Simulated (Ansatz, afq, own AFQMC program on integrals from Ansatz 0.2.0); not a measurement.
AFQMC on a folder of integrals that Ansatz 0.2.0 wrote.

```yaml
crystal:
  periodic: [false, false, false]
  atoms:
    - {symbol: B, position_ang: [0.000000, 0.000000, 0.095674]}
    - {symbol: C, position_ang: [0.000000, 0.000000, -1.368483]}
    - {symbol: H, position_ang: [0.000000, 0.000000, 1.272810]}
basis:
  gaussian: {orbitals: 6-31G}
magnetization: {spin_polarized: false}
correlation: {method: ccsd_t, electrons: outside_noble_gas, hamiltonian_folder: ham}
```

```sh
$ ansatz run in.yaml --threads 1 --pin off --events-out ev --progress --plain --max-ram 16896MiB --backend cuda --devices 0, --max-vram 18GiB
```

Options of the walk:

```
--method phaseless --trial hf --walkers 4000 --populations 20 --least-time 40 --time-step 0.005 --steps-per-block 20 --equilibration-blocks 112 --max-blocks 4000 --target-error 0.0008500 --factor-cut 1e-05 --seed 4436 --taylor-order 6
```

Times are imaginary, in 1/Eh. The walk had a cap of 49 s. With eight or more populations the least sampling time is a fifth of least-time, and the error comes from their spread.

afq prints:

```
orbitals 18  electrons 4 4  factors 112 of 285
reference energy -62.86728990 Eh
CCSD correlation -0.13792524 Eh in 16 cycles, weight of the determinant in the CISD state 0.8811
energy of the start -62.867290 Eh
 block  time / (1/Eh)  mean weight  energy / Eh
     1     0.100  1.0004  -62.888400
     2     0.200  1.0005  -62.906622
     3     0.300  1.0007  -62.920207
     4     0.400  1.0009  -62.931989
     5     0.500  1.0006  -62.941068
     7     0.700  1.0005  -62.957719
     9     0.900  1.0005  -62.966846
    12     1.200  1.0001  -62.977529
    34     3.400  1.0002  -63.008454
    56     5.600  0.9998  -63.007646
    78     7.800  1.0000  -63.006839
   100    10.000  1.0001  -63.009059
   111    11.100  1.0000  -63.006568
   122    12.200  1.0001  -63.018874
   144    14.400  0.9997  -63.013260
   166    16.600  0.9999  -63.014145
   188    18.800  0.9999  -63.008182
   210    21.000  1.0000  -63.010319
   232    23.200  1.0002  -63.014475
   254    25.400  1.0001  -63.009927
   276    27.600  0.9998  -63.014318
   298    29.800  1.0002  -63.017356
   320    32.000  1.0000  -63.011387
   342    34.200  1.0000  -63.017340
   353    35.300  1.0003  -63.028769
   364    36.400  0.9999  -63.016186
   386    38.600  1.0001  -63.024010
   408    40.800  1.0000  -63.015016
   430    43.000  1.0003  -63.023181
   441    44.100  1.0000  -63.021663
error from the spread of 20 populations
energy -63.014458 +/- 0.000833 Eh
(rows thinned)
```

The run passed its tests (sampling time, drift between the halves within three errors, error under three times the target), which doesn't prove that it has relaxed. The second half of the sampling lies below the first by 2.0 errors of their difference, so the energy may still be moving and its error bar be too small.

Against this walk (error 22.7 meV) on the same determinant: CCSD(T) 134.9 meV higher, CCSDT(Q) 60.8 meV higher, CCSDTQ 37.6 meV higher (within the noise), full CI 34.5 meV higher (within the noise), a separate phaseless walk with a CISD trial and standard settings 101.8 ± 23.1 meV higher. The error is statistical and leaves out the bias of the constraint. The determinant is a poor start (see the cautions), so the low cluster orders aren't to be relied on, and full CI is the sure value.

Cautions: constraint bias not in the error; higher spins were not checked; restricted determinant unstable towards unrestricted (UHF 925 meV lower, ⟨S²⟩ 1.00); the CCSDTQ amplitudes may be one of several solutions (largest double 0.95); the determinant fills πx and πy unequally, so it mixes two states of the linear molecule, and each level undoes that mixture to a different degree, while full CI gives the lower state, and by Hund's rule a triplet of that filling probably lies lower still; CCSDTQ on the UHF determinant differs (800 meV lower), perhaps since the unrestricted series falls towards higher spin.

The walk took 27 s on 1 × NVIDIA H100 80GB HBM3 with 2 threads of AMD EPYC 7R13 Processor (Zen 3), with other jobs on the host (the card was shared). The log's last line is the phaseless energy.

CCSDT and higher add their correlation energy to the determinant of the CCSD(T) run, since their own runs factorise the integrals more tightly (a shift of under 2 meV).
